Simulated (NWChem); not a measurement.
Program: NWChem. System: CHO (+1), charge 1, spin multiplicity 1, at a geometry optimised with PBE/def2-SVP. The structure started from a generated list of species. Level: MP2/def2-TZVP, 2 core orbitals frozen.

NWChem printed:

```
             Northwest Computational Chemistry Package (NWChem) 7.3.0
             --------------------------------------------------------

                                NWChem Input Module
                                -------------------

 Scaling coordinates for geometry "geometry" by  1.889725989
 (inverse scale =  0.529177249)

 Turning off AUTOSYM since
 SYMMETRY directive was detected!

                             Geometry "geometry" -> ""
                             -------------------------

 Output coordinates in angstroms (scale by  1.889725989 to convert to a.u.)

  No.       Tag          Charge          X              Y              Z
 ---- ---------------- ---------- -------------- -------------- --------------
    1 C                    6.0000     0.00000000     0.00000000    -0.52191500
    2 O                    8.0000     0.00000000     0.00000000     0.59655000
    3 H                    1.0000     0.00000000     0.00000000    -1.64090800

 Effective nuclear repulsion energy (a.u.)      27.4396452047

            Nuclear Dipole moment (a.u.)
            ----------------------------
        X                 Y               Z
 ---------------- ---------------- ----------------
     0.0000000000     0.0000000000     0.0000037795

      Symmetry information
      --------------------

 Group name             C2v
 Group number             16
 Group order               4
 No. of unique centers     3

      Symmetry unique atoms

     1    2    3


 Summary of "ao basis" -> "" (spherical)
 ------------------------------------------------------------------------------
       Tag                 Description            Shells   Functions and Types
 ---------------- ------------------------------  ------  ---------------------
 *                         def2-tzvp                  on all atoms

 Summary of "ao basis" -> "ao basis" (spherical)
 ------------------------------------------------------------------------------
       Tag                 Description            Shells   Functions and Types
 ---------------- ------------------------------  ------  ---------------------
 C                         def2-tzvp                11       31   5s3p2d1f
 O                         def2-tzvp                11       31   5s3p2d1f
 H                         def2-tzvp                 4        6   3s1p

                                 NWChem SCF Module
                                 -----------------
[...]
  --------------------------------------

    Atom       Charge   Shell Charges
 -----------   ------   -------------------------------------------------------
    1 C    6     5.50   0.86  1.12  0.59  0.62  0.06  1.09  0.96  0.08  0.04  0.07  0.02
    2 O    8     7.90   0.79  1.18  0.62  0.95  0.28  1.78  1.79  0.45  0.01  0.04  0.00
    3 H    1     0.60   0.21  0.34  0.02  0.02

       Multipole analysis of the density wrt the origin
       ------------------------------------------------

     L   x y z        total         open         nuclear
     -   - - -        -----         ----         -------
     0   0 0 0      1.000000      0.000000     15.000000

     1   1 0 0      0.000000      0.000000      0.000000
     1   0 1 0     -0.000000      0.000000      0.000000
     1   0 0 1     -1.703269      0.000000      0.000004

     2   2 0 0     -6.576399      0.000000      0.000000
     2   1 1 0     -0.000000      0.000000      0.000000
     2   1 0 1     -0.000000      0.000000      0.000000
     2   0 2 0     -6.576399      0.000000      0.000000
     2   0 1 1     -0.000000      0.000000      0.000000
     2   0 0 2     -2.301574      0.000000     25.618551

                   NWChem MP2 Semi-direct Energy/Gradient Module
                   ---------------------------------------------

  Basis functions       =     68
  Molecular orbitals    =     68
  Frozen core           =      2
  Frozen virtuals       =      0
  Active alpha occupied =      5
  Active beta occupied  =      5
  Active alpha virtual  =     61
  Active beta virtual   =     61
  Use MO symmetry       = T
  Use skeleton AO sym   = T

  AO/Fock/Back tols     =   1.0D-09  1.0D-09  1.0D-09

 GA uses MA = F    GA memory limited = T

 Available:
  local mem=  1.26D+08
 global mem=  1.44D+08
 local disk=  0.00D+00
  mp2_memr nvloc                    61
  nvloc new                    61
   1 passes of   5:        4194304                      24676                   2439748.
   1 passes of   5: M    126153212           G      144169952           F     121958908.

 Semi-direct pass number   1 of   1  for RHF alpha+beta  at        0.3s
  vrange nnbf                  2345
  mp2_eaftype                    10  avail_ma_in_mb                  1099
 EAF : mp2_eaftype filesize          10    1219874.
  mp2_eaf for mointskh                     10
Node 0 wrote      5.7 Mb in      0.0 s     Agg I/O rate:  3879.7 Mb/s
 Done moints_semi at        0.7s
  mp2_eaftype                    10  avail_ma_in_mb                  1089
 EAF : mp2_eaftype filesize          10    1219874.
  mp2_eaf for kh                    10
 Done maket at        0.7s
 Done multipass loop at        0.7s

          -------------------------------------------
          SCF energy                -113.011904906641
          Correlation energy          -0.363600358766
          Singlet pairs               -0.227639607423
          Triplet pairs               -0.135960751344
          Total MP2 energy          -113.375505265407
          -------------------------------------------

          ---------------------------------------------------
                    Spin Component Scaled (SCS) MP2
          Same spin pairs                     -0.090640500896
          Same spin scaling factor             0.333333333333
          Opposite spin pairs                 -0.272959857871
          Opposite spin scaling fact.          1.200000000000
          SCS-MP2 correlation energy          -0.357765329743
          Total SCS-MP2 energy              -113.369670236384
          ---------------------------------------------------

 -----------------------
 Performance information
 -----------------------

 Timer overhead =  1.38D-07 seconds/call

               Nr. of calls         CPU time (s)                 Wall time (s)                GFlops
             ---------------    -------------------     ------------------------------   -------------------
Name         Min   Avg   Max    Min     Avg     Max     Min     Avg     Max   Mx/calls   Min     Max     Sum
mp2: moin     1     1     1   0.40    0.40    0.40     0.40    0.40    0.40    0.40      0.0     0.0     0.0
mp2: make     1     1     1   2.07E-2 2.07E-2 2.07E-2  2.07E-2 2.07E-2 2.07E-2 2.07E-2   0.0     0.0     0.0
mp2: tota     1     1     1   0.44    0.44    0.44     0.44    0.44    0.44    0.44      0.0     0.0     0.0

 The average no. of pstat calls per process was 3.00D+00
 with a timing overhead of 4.15D-07s

 Task  times  cpu:        0.7s     wall:        0.7s

 Total times  cpu:        0.7s     wall:        0.7s
```

Q: Write an NWChem input that would produce this output.

A: Several could match; the one computed here: 
```
start mol
memory heap 200 mb stack 900 mb global 1100 mb
charge 1
geometry units angstroms nocenter noautoz
  C      0.000000     0.000000    -0.521915
  O      0.000000     0.000000     0.596550
  H      0.000000     0.000000    -1.640908
  symmetry group C2v
end
basis spherical
  * library def2-tzvp
end
scf
  rhf
  nopen 0
  maxiter 100
  thresh 1e-7
  semidirect memsize 60000000 filesize 0
end
mp2
  freeze core 2
end
task mp2 energy
```
